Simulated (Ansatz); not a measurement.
**N2 (triplet): RPA-PBE over vertical spin and charge gaps, 6-31G**

Aim: run N2 (triplet) with these functionals over vertical spin and charge gaps, and hold them against the top wave-function level at the same points.

The runs use Ansatz 0.2.0, Gaussian basis; 6-31G, all electrons in the functionals, frozen cores in the correlation of double hybrids and RPA.

The runs, in order: RPA-PBE, at charge 0, triplet; charge 0, singlet; charge 0, quintet; charge 1, doublet; charge 1, quartet.

18 further runs of the same task are left out: 8 that didn't finish, 10 set aside as unsound or not needed.

### Step 1. What is computed

The geometry is a PBE0/def2-TZVP stationary point (not a proven minimum).

2 atoms, charge 0, spin multiplicity 3.

Atoms are counted from 1 here; the program's logs count them from 0.

Bond lengths: N1–N2 1.266 Å.

Geometry (Å):

```xyz
2

N     0.0000    0.0000    0.0000
N     0.0000    0.0000    1.2663
```

No dispersion term is added.

The geometry shown and the zero of energy belong to the point charge 0, triplet. The yardstick, FCI, and other wave-function levels (R restricted, U unrestricted, valence and pair active spaces) come from earlier runs.

### Step 2. RPA-PBE, charge 0, triplet

File in.yaml:

```yaml
crystal:
  periodic: [false, false, false]
  atoms:
    - {symbol: N, position_ang: [0.000000, 0.000000, 0.000000]}
    - {symbol: N, position_ang: [0.000000, 0.000000, 1.266308]}
basis:
  gaussian: {orbitals: 6-31G}
magnetization: {spin_polarized: true, initial_magnetization: 2}
hamiltonian: {xc: {name: PBE}}
correlation: {method: rpa, electrons: outside_noble_gas}
```

On the command line:

```sh
$ ansatz run in.yaml --threads 1 --pin off --events-out ev --progress --plain --max-ram 2393MiB
```

The runs that follow: RPA-PBE, charge 0, singlet; RPA-PBE, charge 0, quintet; RPA-PBE, charge 1, doublet; RPA-PBE, charge 1, quartet.

**Question.** What will the summary of the whole plan be? Wanted: triplet to singlet, FCI; triplet to quintet, FCI; ionisation to the doublet cation, FCI; ionisation to the quartet cation, FCI; largest miss, RPA-PBE.

**Answer**, as computed:

| quantity | value |
| --- | --- |
| triplet to singlet, FCI | -112.1 kcal/mol |
| triplet to quintet, FCI | 115.3 kcal/mol |
| ionisation to the doublet cation, FCI | 217.8 kcal/mol |
| ionisation to the quartet cation, FCI | 307.5 kcal/mol |
| largest miss, RPA-PBE | -13.5 kcal/mol (ionisation to the doublet cation) |

**Reading.** RPA-PBE strays by up to 13.5 kcal/mol, at ionisation to the doublet cation. Functionals and the yardstick converge differently with the basis, so part of each miss in 6-31G is the basis.
